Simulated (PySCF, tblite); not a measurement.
**CH₄OSe, a complex of two parts: NMR shifts, interaction energy, infrared bands, spin-spin couplings, core binding energies and electronic excitations**

An exercise on one series of results from a longer session: the logs are not shown, and one member is left open.

Programs: tblite 0.8.0 and PySCF 2.14.0. All values are calculated, for the isolated system unless a continuum is named. Atoms count from 0, parts from 1.

### The system as given

7 atoms, charge 0, multiplicity 1; geometry: rigid parts in contact. Parts: 1 = atoms 0–3, `C=O`, charge 0; 2 = atoms 4–6, `[SeH2]`, charge 0.

Set-up of the first run:

The job: settings as JSON, then the geometry in Å.

```
{"job": {"kind": "dock", "xc": "GFN2-xTB", "basis": "xTB"}, "charge": 0, "multiplicity": 1, "parts": [{"atoms": "0-3", "charge": 0, "multiplicity": 1}, {"atoms": "4-6", "charge": 0, "multiplicity": 1}]}
C      0.000739    -0.000148     0.000273
O      1.178912    -0.181532     0.008575
H     -0.731003    -0.825482    -0.008271
H     -0.448649     1.007161    -0.000577
Se     2.446083     2.084938     1.718224
H      3.255084     2.720365     0.714112
H      2.816728     0.780963     1.239963
```

With the program's defaults for keys left out, this is: GFN2-xTB search for minima from random contacts, gas phase.

Run with:

```bash
$ OMP_NUM_THREADS=1 python cluster_run.py task.json out
```

This one command runs all jobs of the session in turn.

Steps of the session up to this table: Search for minima with GFN2-xTB; Relaxing the molecule at PBE0-D3(BJ)/def2-TZVPD; Nuclear shieldings: PBE0/pcSseg-2; Coupled-cluster interaction energy: CCSD(T) and MP2.

One of the session's tables, all rows but one given; the rest of the session is left out.

It belongs to the step «Coupled-cluster interaction energy: CCSD(T) and MP2». 

| method | interaction energy (kcal/mol) |
| --- | --- |
| HF/aug-cc-pVDZ | 0.03 |
| MP2/aug-cc-pVDZ | -1.90 |
| CCSD/aug-cc-pVDZ | -1.29 |
| CCSD(T)/aug-cc-pVDZ | -1.59 |
| HF/aug-cc-pVQZ | 0.13 |
| MP2/aug-cc-pVQZ | -2.47 |
| SCS-MP2/aug-cc-pVQZ | -1.75 |
| MP2, extrapolated | ? |
| CCSD(T), limit estimate | -2.28 |

Q: Estimate the row for MP2, extrapolated from the others.

The run gave: interaction energy (kcal/mol): -2.60. In the column «interaction energy (kcal/mol)» it is the lowest.
